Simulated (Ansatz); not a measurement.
Ansatz (an electronic-structure program) input (PBE/6-311+G**): The .json file is the Basis Set Exchange's 6-311+G**.

Ansatz 0.2 input:
```yaml
crystal:
  periodic: [false, false, false]
  atoms:
    - {symbol: O, position_ang: [-0.00000000, -0.00000000, -0.67368277]}
    - {symbol: O, position_ang: [0.00000000, 0.00000000, 0.67368277]}
basis:
  gaussian:
    orbitals: 6-311+G__.json
hamiltonian:
  xc: {name: PBE}
total_charge: -1
magnetization: {spin_polarized: true, initial_magnetization: 1}
output: {forces: true}
```

### Question
Predict the final energy.

### Answer
-150.24523 Eh.
